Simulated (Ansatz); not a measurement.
The first iterations of a band of C₃H₂O (6 atoms, charge 0, multiplicity 1).

These are results of Ansatz, RKS LDA/def2-SVP, not measurements.

```
movable images  : 4
climbing image  : no
spring          : 5.0 eV/Å²
optimiser       : quadratic models (default)
start path      : through a guess of the saddle point
force threshold : 0.05 eV/Å
iteration limit : 60
end points      : relaxed
```

Image 0:

```xyz
6
Properties=species:S:1:pos:R:3
C -0.364 1.076 -1.038
C -0.091 0.200 -0.231
C 0.269 -0.803 0.735
O -0.326 -1.847 0.888
H -0.621 1.844 -1.761
H 1.176 -0.534 1.359
```

Image 5:

```xyz
6
Properties=species:S:1:pos:R:3
C -0.493 1.156 -1.203
C -0.057 0.399 -0.330
C 0.628 -0.250 0.692
O 0.139 -1.418 1.020
H -0.873 1.824 -1.969
H 0.698 -1.776 1.743
```

| iteration | highest image above the first end (eV) | largest band force component (eV/Å) |
| --- | --- | --- |
| 1 | 3.895 | 8.736 |
| 2 | 3.191 | 2.195 |
| 3 | 3.142 | 1.674 |
| 4 | 3.128 | 2.091 |

**Question.** Does the band converge within its limit, and where does its top end?

**Answer.** The run converged. It ended after 14 iterations with the highest image 2.847 eV above the first end. Neighbouring images differ by up to 2.0 eV, so the band resolves the path poorly. No image climbed, so the highest image needn't sit at the top of the path. The orbitals stay closed-shell, which can raise the energy where a bond breaks towards radicals; this wasn't checked here.

Time of the run: 86 s on 1 thread of Intel(R) Xeon(R) Processor @ 2.50GHz (Skylake/Cascade Lake) (shared host), peak memory 0.12 GiB.
